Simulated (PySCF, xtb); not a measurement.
ClH, SMILES Cl (connectivity only; charge and spin as stated), charge +1, multiplicity 2. Atoms are numbered in the order given.

```xyz
2

Cl     0.0000     0.0000    -0.0741
H      0.0000     0.0000     1.2603
```
Charge +1, spin multiplicity 2.

Geometry: PBE-D3(BJ)/def2-TZVPD. The multiplicity is an assumed one; other spin states were not compared.

The numbers are results of PySCF with IEF-PCM-M06-2X/def2-TZVPD, not measurements.

The values are the electrostatic part of the solvation free energy, E(continuum) − E(gas) at the gas-phase geometry, in a cavity of scaled van der Waals radii (PySCF's table); cavitation and dispersion terms are not included.

Computed values in water (ε = 78.36), methanol (ε = 32.61), benzene (ε = 2.27):
```
solvent       ε  ΔG(elec) (kcal/mol)
--------  -----  -------------------
water     78.36                -80.2
methanol  32.61                -78.7
benzene    2.27                -45.2
```

For comparison, GFN2-xTB/ALPB(water) (xtb, at the GFN2-xTB geometry, all terms of that model) gives -84.8 kcal/mol.
